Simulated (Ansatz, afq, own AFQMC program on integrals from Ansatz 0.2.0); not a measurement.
**Where AFQMC and coupled cluster stand for GeH2, singlet**

```xyz
3

Ge    0.0000   -0.0303    0.0000
H     0.0000    1.0906   -1.1335
H     0.0000    1.0906    1.1335
```

Basis cc-pVDZ. Noble-gas cores (and the filled d shells of Ga–Kr and In–Xe) are frozen. Ansatz 0.2.0 and our own AFQMC program on the same integrals; the CISD trial comes from CCSD amplitudes, and released means the phaseless constraint is let go. Free AFQMC starts from the CCSD state and is never constrained. Its projection time is finite, and what remains of the start isn't in its error. ± is one standard error of the sampling. No spin–orbit coupling.

Determinant: UHF, the one that the program's search chose, which needn't be the lowest solution. The geometry is a point of a scan.

Full CI on the same integrals is exact in this basis and with this determinant's frozen core.

Cautions: no relativity below Rb; no spin-orbit coupling; inner d shell frozen; an unrestricted solution with more broken spin lies lower (27 meV, ⟨S²⟩ 0.23), while this determinant keeps restricted orbitals.

* T1 diagnostic: 0.0129
* weight of the determinant in the CISD state: 0.917
* ⟨S²⟩ of the determinant: 0.000
* size of the correlated space: 6 electrons in 23 orbitals

```
  level  correlation energy (eV)
    MP2                  -2.2778
   CCSD                  -2.9954
CCSD(T)                  -3.0497
```

(1) Estimate where full CI lies against CCSD(T) on the same integrals.

(1) 0.61 mEh below CCSD(T).

Reference: full CI, correlation energy -3.066 eV. The released energy is read at 2.40 1/Eh (meV from the phaseless value at times in 1/Eh: 0.0 ± 1.7 at 0.24, -0.4 ± 1.6 at 0.51, -1.4 ± 1.4 at 0.99, -3.3 ± 1.1 at 1.62, -2.6 ± 1.4 at 2.40).

```tsv
level	E − E(reference) (mEh)	share of correlation (%)
CCSD(T)	0.61	99.46
CCSDT	0.10	99.91
CCSDT(Q)	0.02	99.98
CCSDTQ	0.00	100.00
ph-AFQMC/HF	-1.14 ± 0.68	101.01
ph-AFQMC/CISD	0.10 ± 0.07	99.91
released AFQMC	0.00 ± 0.05	100.00
free AFQMC	0.01 ± 0.03	99.99
```

CCSDT and higher add their correlation energy to the determinant of the CCSD(T) run, since their own runs factorise the integrals more tightly (a shift of under 2 meV). Free projections are given only where their last times agree within the noise and don't stop above the reference; a slow remainder of the start can still hide under it. A walk keeps the symmetry of its determinant, which the program's search chose and which needn't be the lowest solution, so a lower state of the same spin and another symmetry isn't excluded. Released energies are given only where the last usable release times agree within the noise; a slower fall can still hide under it.
